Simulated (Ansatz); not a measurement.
Compare A (`CCOCC#N`) with its isomer B (`CC1(O)C=NC1`).

Computed with Ansatz on PBE0-D4/def2-TZVP structures; ΔE is electronic, products minus reactants. CCSD(T)/CBS adds triple-zeta CCSD(T) − MP2 to the extrapolated MP2 energy (def2 sets, frozen cores). Functionals use def2-TZVPP. B3LYP here is the variant with VWN-RPA as its local correlation; programs differ in this. Each species was taken in one conformer, which may not be the lowest.

A:

```xyz
13

C    -0.705   -0.543   -1.392
C     0.188   -0.999   -0.259
O    -0.248   -0.565    1.022
C    -0.145    0.806    1.247
C     1.238    1.301    1.172
N     2.319    1.682    1.095
H    -1.741   -0.837   -1.210
H    -0.669    0.538   -1.542
H    -0.376   -1.008   -2.324
H     1.224   -0.678   -0.425
H     0.188   -2.088   -0.189
H    -0.751    1.399    0.550
H    -0.523    0.993    2.255
```

B:

Z-matrix (Å, degrees):
```
C
C 1 1.507
H 1 1.091 2 110.9
H 1 1.092 2 109.6 3 -120.3
H 1 1.092 2 110.2 3 120.6
O 2 1.404 1 107.3 3 179.7
C 2 1.514 1 116.0 3 -46.3
C 2 1.559 1 116.0 3 45.7
H 6 0.962 2 108.9 1 179.3
N 7 1.279 2 99.2 1 112.1
H 7 1.091 2 134.3 1 -66.3
H 8 1.093 2 117.3 1 3.3
H 8 1.093 2 114.6 1 133.5
```

(1) Which isomer does CCSD(T)/CBS put lower? Give the gap. (Estimate.)

(2) Give E(B) − E(A) in kcal/mol with r2SCAN-D4, ωB97M-V, PBE0-D4, CCSD/def2-TZVPP, B2PLYP, B3LYP, B3LYP-D4. (Estimate.)

Largest T1 diagnostic: 0.012.

## Answers

(1) The calculation gave: A, by 14.4 kcal/mol.

(2) The calculation gave: r2SCAN-D4 14.1, ωB97M-V 14.2, PBE0-D4 10.8, CCSD/def2-TZVPP 16.9, B2PLYP 18.7, B3LYP 18.5, B3LYP-D4 17.4. None reverses the order clearly.

The D4 term adds −1.1 kcal/mol with B3LYP and −0.5 kcal/mol with PBE0; it sums over pairs of atoms, weighted by their polarisabilities, and B3LYP, whose exchange is more repulsive, gets the larger term. In def2-TZVPP, CCSD(T) changes the Hartree–Fock value by −7.0 kcal/mol (the triples alone add −0.9 kcal/mol) and MP2 by −6.4 kcal/mol.
